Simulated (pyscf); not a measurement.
Routes from H₃C–Al(CH₃)–Cl + hydrogen fluoride (HF)

Candidate steps break at most two bonds and form at most two. Each was searched with GFN2-xTB (tblite) first. Single points on ωB97X-D3(BJ)/def2-SVP structures (PySCF, gas phase). Energies: ωB97M-D3(BJ)/def2-TZVP, kJ/mol, from the separated reactants, singlet surface; ΔG‡ with ideal gas, 1 atm, RRHO with modes under 100 cm⁻¹ raised to 100, one conformer, R ln 2 for chiral ones without a mode under 150 cm⁻¹.

```json
[
 {"products": "H₃C–Al(CH₃)–F + HCl", "type": "four-centre exchange", "ΔE‡": "-35.1", "ΔE": "-23.4", "ΔG‡ 298 K": "–", "ΔG‡ 900 K": "–", "ν‡ (cm⁻¹)": "511i"},
 {"products": "CH₄ + H₃C–Al(F)–Cl", "type": "four-centre exchange", "ΔE‡": "-24.3", "ΔE": "-193.8", "ΔG‡ 298 K": "16.0", "ΔG‡ 900 K": "106.9", "ν‡ (cm⁻¹)": "644i"}
]
```

A dash marks a saddle under its separated products, where this table gives no free-energy barrier. Row 1: On the reactant side the descent ends in an adduct with a Al–F contact, 57.4 kJ/mol under the separated species and 21.4 kJ/mol under the saddle at ωB97X-D3(BJ)/def2-TZVP. On the product side the descent ends in an adduct with a Al–Cl contact, 39.8 kJ/mol under the separated species and 17.8 kJ/mol under the saddle at ωB97X-D3(BJ)/def2-TZVP. Row 2: On the reactant side the descent ends in an adduct with a Al–F contact, 42.4 kJ/mol under the separated species and 16.6 kJ/mol under the saddle at ωB97X-D3(BJ)/def2-TZVP. On the product side the descent ends in a complex (not fully relaxed), 18.9 kJ/mol under the separated species and 183.4 kJ/mol under the saddle at ωB97X-D3(BJ)/def2-TZVP. 

Plain bond fissions and candidates not yet searched are not listed, and one of them may be faster. Each barrier is that of the saddle found; lower ones may exist.
